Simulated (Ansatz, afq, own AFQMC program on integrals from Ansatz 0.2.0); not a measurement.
Integrals from Ansatz 0.2.0, then the random walk in our own AFQMC program (afq).

```yaml
crystal:
  periodic: [false, false, false]
  atoms:
    - {symbol: Cl, position_ang: [0.000000, 0.000000, 0.000000]}
basis:
  gaussian: {orbitals: 6-31G}
total_charge: 1
magnetization: {spin_polarized: true, initial_magnetization: 2}
correlation: {method: ccsd_t, electrons: outside_noble_gas, hamiltonian_folder: ham}
```

```sh
$ ansatz run in.yaml --threads 1 --pin off --events-out ev --progress --plain --max-ram 1382MiB
```

Options of the walk:

```
--method phaseless --trial cisd --walkers 200 --populations 1 --least-time 40 --time-step 0.005 --steps-per-block 50 --equilibration-blocks 28 --max-blocks 300 --target-error 0.00029 --factor-cut 1e-05 --start spin_pure --seed 8416 --release-times 0.24,0.51,0.99,1.62,2.4 --release-step 0.03 --release-every 4 --taylor-order 6
```

Times are imaginary, in 1/Eh. The walk had a cap of 340 s.

afq prints:

```
orbitals 8  electrons 4 2  factors 29 of 59
reference energy -459.00944516 Eh
CCSD correlation -0.01641705 Eh in 7 cycles, weight of the determinant in the CISD state 0.9918
energy of the start -459.025862 Eh
 block  time / (1/Eh)  mean weight  energy / Eh
     1     0.250  1.0000  -459.025887
     2     0.500  0.9999  -459.025937
     3     0.750  1.0000  -459.025918
     4     1.000  1.0000  -459.025921
     5     1.250  0.9996  -459.025942
     8     2.000  1.0000  -459.025959
    13     3.250  0.9999  -459.026063
    25     6.250  1.0005  -459.025978
    37     9.250  1.0000  -459.026077
    49    12.250  0.9995  -459.026097
    61    15.250  1.0001  -459.025997
    73    18.250  1.0002  -459.026159
    85    21.250  1.0001  -459.026058
    97    24.250  0.9998  -459.026074
   109    27.250  0.9986  -459.026034
   113    28.250  1.0010  -459.025912
   121    30.250  1.0001  -459.026235
   133    33.250  1.0001  -459.025942
   145    36.250  1.0003  -459.026056
   157    39.250  0.9997  -459.026127
   169    42.250  0.9995  -459.025989
   181    45.250  1.0004  -459.026122
   185    46.250  0.9994  -459.026076
blocks merged  error / Eh  count
     1  0.000006  160
     2  0.000007  80
     4  0.000008  40
     8  0.000008  20
    16  0.000008  10
released: time / (1/Eh)  energy / Eh  error  mean overlap
  0.24  -459.026038  0.000012  1.0013
  0.51  -459.026046  0.000011  1.0019
  0.99  -459.026036  0.000011  1.0038
  1.62  -459.026022  0.000012  1.0081
  2.40  -459.026048  0.000011  1.0164
energy -459.026045 +/- 0.000008 Eh
(rows thinned)
```

The run passed its tests (sampling time, drift between the halves within three errors, error under three times the target), which doesn't prove that it has relaxed.

Against this walk (error 0.2 meV) on the same determinant: CCSD(T) 0.6 meV higher, CCSDT(Q) 0.2 meV lower (within the noise), CCSDTQ 0.1 meV lower (within the noise), full CI 0.1 meV lower (within the noise). The error is statistical and leaves out the bias of the constraint. Released to 2.40 1/Eh the energy moves by -0.1 ± 0.4 meV (both errors), within twice the noise.

Cautions: constraint bias not in the error.

The walk took 33 s on 1 thread of Arm Neoverse V1, on a shared host. The log's last line is the phaseless energy.

CCSDT and higher add their correlation energy to the determinant of the CCSD(T) run, since their own runs factorise the integrals more tightly (a shift of under 2 meV). A walk keeps the symmetry of its determinant, which the program's search chose and which needn't be the lowest solution, so a lower state of the same spin and another symmetry isn't excluded.
